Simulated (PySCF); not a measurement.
# Computed data sheet: `C#C` (acetylene)

Acetylene, C₂H₂.
Atom-mapped SMILES: `[CH:1]#[CH:2]` (hydrogens: H3 on C1; H4 on C2)

Among its groups: alkyne.

**GFN2-xTB geometry**

```
Point group of the GFN2-xTB geometry                    : D∞h
Rotational constant B (linear) of the GFN2-xTB geometry : 36.056 GHz
```

CAM-B3LYP/def2-SVPD ground state and vertical TDDFT (core frozen in the response) (PySCF):

```
Dipole moment                                                     : 0.00 D
HOMO energy                                                       : -9.86 eV
LUMO energy                                                       : 1.78 eV
HOMO–LUMO gap                                                     : 11.64 eV
Lowest singlet excitation                                         : 6.73 eV (184 nm, f = 0.000)
Strongest line among the 8 lowest singlet transitions             : S4/S5 at 8.37 eV (148 nm, f = 0.205 summed over these states)
Lowest triplet excitation (Tamm–Dancoff)                          : 5.49 eV
Static isotropic polarisability                                   : 21.8 au
Electronic spatial extent ⟨r²⟩ about the centre of nuclear charge : 60 bohr²
```

Monoisotopic mass (most abundant isotopes): 26.0157 u.

In wavenumbers S1 is 54300 cm⁻¹ (1 eV = 8065.54 cm⁻¹). Point group D∞h forbids a permanent dipole, so the rigid molecule has no electric-dipole pure rotational spectrum. The principal polarisabilities are 17.6, 17.6 and 30.2 au; their mean is the isotropic value. The polarisability is 3.23 Å³ as a volume (1 au = 0.148185 Å³), or 1.55 au for each of the 14 electrons.

Geometry: GFN2-xTB; no solvent, vibrations or thermal averaging.
